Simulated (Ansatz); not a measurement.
# singlet SiHF: levels of theory in one basis

```xyz
3

H    -0.0092    0.3709   -1.1581
Si    0.0317   -0.7430   -0.0265
F    -0.0038    0.3785    1.1522
```

Basis set: def2-SVP (spherical functions). Left uncorrelated: 6 orbitals. Charge 0, multiplicity 1.

Computed with Ansatz (development build ahead of 0.2.0); each method stands on the lowest determinant of its kind that the runs found.

```
     method  E − E(RHF) (eV)  <S²> of the determinant
        RHF             0.00                        –
        UHF            -0.01                     0.13
    RHF-MP2            -7.28                        –
RHF-CCSD(T)            -8.00                        –
UHF-CCSD(T)            -8.00                     0.13
```

Question: What does UHF-MP2 give on the same scale?

Answer: -7.20 eV.

Question: Is a single determinant a sound starting point here?

Answer: Only with care. Unrestricted orbitals gain 0.01 eV and <S²> is 0.13 against 0.00 for a pure state, so spin symmetry breaks but gains little energy; restricted orbitals can still serve.

Caution for UHF, UHF-MP2, UHF-CCSD(T): the unrestricted determinant is spin contaminated.
